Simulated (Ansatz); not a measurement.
Compare A (`CN(C#N)CF`) with its isomer B (`FC1=CNCN1`).

Gas-phase electronic energies from Ansatz, PBE0-D4/def2-TZVP geometries. CBS: MP2 limit from def2 TZ/QZ plus the TZ coupled-cluster correction, frozen cores. Functionals use def2-TZVPP. B3LYP here is the variant with VWN-RPA as its local correlation; programs differ in this. Each species was taken in one conformer, which may not be the lowest.

Q: Which is lower in electronic energy at CCSD(T)/CBS, and by how much? (Estimate.)

A: The calculation gave: A, by 47.8 kJ/mol.

Q: Give E(B) − E(A) in kJ/mol with CCSD(T)/def2-SVP, B3LYP-D4, B3LYP, B2PLYP, LDA (SPW92), CCSD/def2-TZVPP, PBE-D4. (An estimate is asked.)

A: The calculation gave: CCSD(T)/def2-SVP 67.5, B3LYP-D4 55.3, B3LYP 58.6, B2PLYP 63.8, LDA (SPW92) -10.6, CCSD/def2-TZVPP 58.5, PBE-D4 32.4. The order is the other way round with LDA (SPW92).

Q: Does the order hold for the free energy at 298.15 K (harmonic terms from PBE0-D4)? (Best estimate.)

A: Ansatz gave: Yes: G(B) − G(A) = +60.5 kJ/mol, for one conformer each.

Largest T1 diagnostic: 0.013.

From r2SCAN to r2SCAN0 (25 % exact exchange), in def2-TZVPP and without D4, E(B) − E(A) moves by −7.0 kJ/mol. At CCSD(T), def2-SVP lies +19.7 kJ/mol from the extrapolated value and def2-TZVPP +9.3 kJ/mol.
